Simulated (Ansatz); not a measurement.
Results of r²SCANh in Ansatz (PAW) for fcc Pt.

The input as run:

Ansatz 0.2 input:
```yaml
crystal:
  lattice:
    - [0.0, 1.9621193464, 1.9621193464]
    - [1.9621193464, 0.0, 1.9621193464]
    - [1.9621193464, 1.9621193464, 0.0]
  atoms:
    - { symbol: Pt, position: [0.0, 0.0, 0.0] }
basis:
  ecutwfc: 520
  ecutrho_ratio: 4
  xc_grid: 3
kpoints:
  mp_grid: { grid: [14, 14, 14] }
hamiltonian:
  xc: r2scanh
  dispersion: none
  pseudopotentials: { kind: paw }
scf:
  occupations: { method: fermi_dirac, width: 0.05 }
  convergence: { dr2_threshold: 0.0000000001 }
output:
  forces: false
  stress: true
  eigenvalues: true
```

The run printed, among other lines:

```
WARN output.stress: scf.exx.energy_threshold = 1e-6 eV is looser than the 1e-8 eV advised for a stress under a hybrid functional (1e-8 eV for each atom of the …
Crystal: 1 atoms, lattice volume = 15.108 Å³
Basis set: ecut = 520 eV, 411 PW (Γ), exchange–correlation on 72×72×72 points (27 copies of the dense FFT grid, shifted against one another)
Bands: 13, of which v1, the nominal top of the filled ones, is band 9 counted from 1 (8 counted from 0)
Symmetry: 48 space group operations
Space group: Fm-3m (ITA 225), of the structure as read, at distance tolerance 2.5e-5 Å
k-points: 104 of 2744
Functional: x = r2scan, c = r2scan; τ floored in thin density (d = 2e-4 eV/Å³), warm-up for x = 0.9 r2scan + 0.1 exact, c = r2scan; τ floored in thin density (d = 2e-4 eV/Å³)
SCF iter   1: F=—  HF=-12536.793786 eV  |F-HF|=—  |Δ(HF+E_count)|=         —  Δρ=1.26e-2  dr2=1.55e-2  dr2_τ=1.08e-2
SCF iter   2: F=—  HF=-12536.800217 eV  |F-HF|=—  |Δ(HF+E_count)|=   6.43e-3  Δρ=6.58e-3  dr2=3.54e-3  dr2_τ=5.24e-4
  ...
SCF 1 converged in 7 iterations: F = -12536.800732 eV  dr2 = 6.47e-11
Crystal: 1 atoms, lattice volume = 15.108 Å³
Initial density: handed on by an earlier stage of this run
Functional: x = 0.9 r2scan + 0.1 exact, c = r2scan; τ floored in thin density (d = 2e-4 eV/Å³)
Crystal: 1 atoms, lattice volume = 15.108 Å³
SCF iter   3: F=—  HF=-12535.308615 eV  |F-HF|=—  |Δ(HF+E_count)|=   4.17e-8  Δρ=4.12e-6  dr2=1.31e-9  dr2_τ=4.26e-10
SCF iter   4: F=-12535.308615 eV  HF=-12535.308615 eV  |F-HF|=1.09e-11  |Δ(HF+E_count)|=  2.47e-10  Δρ=1.34e-6  dr2=7.33e-11  dr2_τ=5.23e-12
SCF 3 converged in 4 iterations: F = -12535.308615 eV  dr2 = 7.33e-11
Free energy (F): -12535.308615 eV
Internal energy: -12535.300902 eV  (E = F + TS)
E sigma→0 (E₀):  -12535.304758 eV
Fermi energy:    22.822095 eV
--- Stress (GPa, compression-positive) ---
        0.626328       0.000000       0.000000
        0.000000       0.626328      -0.000000
       -0.000000       0.000000       0.626328
  P = ⅓ Tr σ = 0.6263 GPa (6.263 kbar)
```

The cell is one volume of an energy–volume scan, off the minimum.

The PAW data were made under PBE.

Note: the run warned that the count of filled bands differs between k points.

The result took very roughly 4 core-minutes.

Ansatz is a quantum-chemistry and plane-wave program.
